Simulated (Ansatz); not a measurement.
Calculated with Ansatz (gas phase, PBE0-D4/def2-TZVP geometries, no zero-point term in ΔE). CCSD(T)/CBS adds triple-zeta CCSD(T) − MP2 to the extrapolated MP2 energy (def2 sets, frozen cores). This one scheme is used for every species. DFT in def2-TZVPP. B3LYP here is the variant with VWN-RPA as its local correlation; programs differ in this. HSE06 is defined as in plane-wave codes. Each species was taken in one conformer, which may not be the lowest.

Reaction (alkene loss): `CC(C)(C)P` → PH₃ + isobutene

`CC(C)(C)P`:

```xyz
16

C    -0.762    0.980    0.674
C     0.036   -0.075   -0.080
C     0.101   -1.364    0.736
C     1.449    0.435   -0.354
P    -0.723   -0.509   -1.735
H    -1.780    0.639    0.877
H    -0.284    1.203    1.635
H    -0.826    1.911    0.106
H     0.668   -2.140    0.216
H    -0.898   -1.757    0.945
H     0.592   -1.175    1.697
H     1.435    1.356   -0.942
H     2.045   -0.305   -0.895
H     1.959    0.651    0.591
H    -2.063   -0.669   -1.285
H    -0.950    0.820   -2.186
```

PH₃:

Z-matrix (Å, degrees):
```
P
H 1 1.420
H 1 1.420 2 93.1
H 1 1.420 2 93.1 3 93.3
```

`C=C(C)C`:

```xyz
12

C    -0.771   -1.319    0.228
C    -0.107   -0.184    0.032
C     1.180   -0.135   -0.728
C    -0.600    1.127    0.556
H    -1.703   -1.340    0.782
H    -0.403   -2.263   -0.158
H     1.096    0.532   -1.592
H     1.479   -1.122   -1.083
H     1.985    0.265   -0.103
H    -0.759    1.838   -0.262
H    -1.537    1.019    1.104
H     0.140    1.582    1.223
```

| level | ΔE (kJ/mol) | difference from CCSD(T)/CBS |
| --- | --- | --- |
| LDA (SPW92) | 128.9 | 28.9 |
| revPBE-D4 | 100.5 | 0.5 |
| BLYP-D4 | 74.8 | -25.2 |
| r2SCAN-D4 | 98.3 | -1.7 |
| B97M-V | 91.7 | -8.3 |
| r2SCANh-D4 | 101.5 | 1.5 |
| r2SCAN0-D4 | 106.4 | 6.4 |
| HSE06-D4 | 106.4 | 6.4 |
| BHLYP-D4 | 93.3 | -6.7 |
| CAM-B3LYP-D4 | 91.0 | -9.0 |
| ωB97X-V | 105.0 | 5.0 |
| ωB97M-V | 99.0 | -1.0 |
| B2PLYP | 79.7 | -20.3 |
| PBE-QIDH | 111.5 | 11.5 |
| PBE | 82.3 | -17.7 |
| BLYP | 43.1 | -56.9 |
| r2SCAN | 94.4 | -5.6 |
| PBE0 | 94.3 | -5.7 |
| B3LYP | 60.2 | -39.8 |
| r2SCANh | 97.3 | -2.7 |
| r2SCAN0 | 101.8 | 1.8 |
| HSE06 | 94.4 | -5.6 |
| BHLYP | 75.0 | -25.0 |
| CAM-B3LYP | 77.9 | -22.1 |
| LC-ωPBE | 105.0 | 5.0 |
| RPA@PBE/def2-TZVPP | 92.5 | -7.5 |
| HF/def2-SVP | 63.6 | -36.4 |
| MP2/def2-SVP | 112.5 | 12.5 |
| CCSD/def2-SVP | 94.7 | -5.3 |
| CCSD(T)/def2-SVP | 97.1 | -2.9 |
| MP2/def2-TZVPP | 112.1 | 12.1 |
| SCS-MP2/def2-TZVPP | 97.6 | -2.4 |
| CCSD/def2-TZVPP | 92.6 | -7.4 |
| CCSD(T)/def2-TZVPP | 96.7 | -3.3 |
| HF/def2-QZVPP | 54.4 | -45.6 |
| MP2/def2-QZVPP | 113.9 | 13.9 |
| SCS-MP2/def2-QZVPP | 99.1 | -0.9 |
| HF/CBS(def2) | 54.4 | -45.6 |
| MP2/CBS(def2) | 115.5 | 15.5 |
| CCSD/CBS(def2) | 96.0 | -4.0 |
| CCSD(T)/CBS | 100.0 | 0 |

Largest T1 diagnostic among the species: 0.013.

The D4 term adds +23.8 kJ/mol with B3LYP and +12.8 kJ/mol with PBE0; it sums over pairs of atoms, weighted by their polarisabilities, and B3LYP, whose exchange is more repulsive, gets the larger term. In def2-TZVPP, CCSD(T) changes the Hartree–Fock value by +41.8 kJ/mol (the triples alone add +4.0 kJ/mol) and MP2 by +57.2 kJ/mol. From BLYP to BHLYP (50 % exact exchange), in def2-TZVPP and without D4, ΔE moves by +31.9 kJ/mol.

CCSD(T)/CBS has its own doubt, a few kJ/mol and more with outer-core shells, so smaller differences from it don't rank the levels.
